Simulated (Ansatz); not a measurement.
Frontier orbitals of trisilane (`[SiH3][SiH2][SiH3]`).

Charge 0, multiplicity 1. Geometry: relaxed with PBE0-D4/def2-TZVP. Basis def2-TZVPP, Ansatz 0.2.0.

Orbital energies of one run (eV). Highest occupied ones, from the top: -8.03, -8.71, -9.49, -9.84, -9.87, -10.15, -10.46, -13.65, -15.03, -16.23, -99.54, -99.55, -99.55, -99.56. Empty: -0.23, 0.07, 0.33, 0.35, 0.60, 1.00.

Problem. Which functional gave them?
A. PBE0
B. HSE06 (plane-wave form)
C. BLYP
D. r2SCANh

Solution. A. HOMO energies: PBE0 -8.03, r2SCANh -7.60, HSE06 -7.64, BLYP -6.82 eV.
